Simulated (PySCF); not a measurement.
Reaction (SMILES): FOF + H+ → [OH+](F)F
B3LYP-D3(BJ)/def2-TZVP geometries, fixed; electronic energies without zero-point terms; positive where energy is released.
Largest species:
```xyz
4

F     -0.0223     1.1178    -0.2910
O      0.1853    -0.0026     0.5040
F     -0.0746    -1.1175    -0.2833
H     -0.6103     0.0182     1.1366
```
Charge +1, spin multiplicity 1.

Basis-set convergence of the proton affinity at PBE with PySCF. All functions are spherical. Density fitting with generated auxiliary sets. In sets without p functions on hydrogen, species with hydrogen take exact integrals. The proton sits at the site shown, which need not be the one that binds it best. No added dispersion term, no relativity. Functions are those of the species that has most. Reference: the value in def2-QZVPPD, 115.55 kcal/mol, itself unsure by roughly 0.58 kcal/mol (its mean distance from pcseg-3, def2-QZVPP, cc-pVQZ). Deviations are taken from unrounded values. Cost is core time over that of def2-SVP, rough, on shared machines of one kind; a dash marks a row that isn't timed (too short, read off another run, short of memory, by another algorithm or on other hardware).

| basis | functions | proton affinity (kcal/mol) | minus reference (kcal/mol) | cost |
|---|---|---|---|---|
| 3-21G | 29 | 113.42 | -2.13 | - |
| 6-31G | 29 | 104.16 | -11.39 | - |
| pcseg-0 | 29 | 98.24 | -17.31 | - |
| def2-SV(P) | 44 | 110.22 | -5.33 | - |
| def2-SVP | 47 | 116.29 | 0.74 | 1× |
| 6-31+G* | 56 | 109.44 | -6.12 | - |
| aug-cc-pVDZ | 78 | 113.66 | -1.90 | 2× |
| aug-pcseg-1 | 78 | 112.16 | -3.40 | 1× |
| def2-TZVP | 99 | 114.83 | -0.73 | 2× |
| cc-pVTZ | 104 | 117.33 | 1.78 | 2× |
| pcseg-2 | 104 | 114.74 | -0.82 | 2× |
| aug-cc-pVTZ | 161 | 115.28 | -0.27 | 4× |
| cc-pVQZ | 195 | 116.71 | 1.16 | 6× |
